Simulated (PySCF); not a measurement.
Basis-set dependence of excited states

Compound: thioketene, C2H2S.
InChI=1S/C2H2S/c1-2-3/h1H2

TDDFT with PBE0 (PySCF), vertical singlets, core orbitals frozen in the response, spherical d and f functions. Geometry: PBE0-D3(BJ)/def2-SVP; no solvent, vibrations or thermal averaging.

| basis | functions | diffuse | S1 (eV) | S2 (eV) | S3 (eV) | S4 (eV) | S5 (eV) | LUMO (eV) | α (au) |
| --- | --- | --- | --- | --- | --- | --- | --- | --- | --- |
| 6-31G* | 50 | no | 2.59 | 5.79 | 6.00 | 7.74 | 7.78 | -2.01 | 35.8 |
| def2-SVP | 56 | no | 2.61 | 5.73 | 6.04 | 7.65 | 7.66 | -2.05 | 36.0 |
| 6-31+G* | 62 | yes | 2.57 | 5.55 | 5.70 | 5.98 | 6.72 | -2.22 | 41.5 |
| def2-SVPD | 83 | yes | 2.57 | 5.53 | 5.99 | 6.01 | 6.87 | -2.28 | 47.3 |
| aug-cc-pVDZ | 91 | yes | 2.60 | 5.49 | 5.54 | 5.99 | 6.45 | -2.22 | 47.8 |
| def2-TZVP | 111 | no | 2.57 | 5.50 | 5.96 | 6.92 | 7.36 | -2.20 | 43.1 |
| def2-TZVPD | 138 | yes | 2.56 | 5.42 | 5.78 | 5.95 | 6.46 | -2.25 | 48.5 |
| aug-cc-pVTZ | 188 | yes | 2.58 | 5.43 | 5.52 | 5.97 | 6.37 | -2.23 | 48.6 |

Compare the sets with the largest diffuse one.

States are compared by their number. Against the largest diffuse basis here (aug-cc-pVTZ, itself not a converged limit), sets without diffuse functions differ by up to 0.03 eV in S1 and 1.40 eV in S5; the smaller diffuse sets differ by up to 0.02 and 0.49 eV. State by state, the largest deviation of a set without diffuse functions is S1 0.03, S2 0.36, S3 0.52, S4 1.77, S5 1.40 eV. The same number needn't mean the same state in each row. Against aug-cc-pVTZ the polarisability deviates by -26% in 6-31G*, -26% in def2-SVP, -15% in 6-31+G*, -3% in def2-SVPD, -2% in aug-cc-pVDZ, -11% in def2-TZVP, 0% in def2-TZVPD. A single + in a Pople set puts diffuse functions on heavy atoms only.
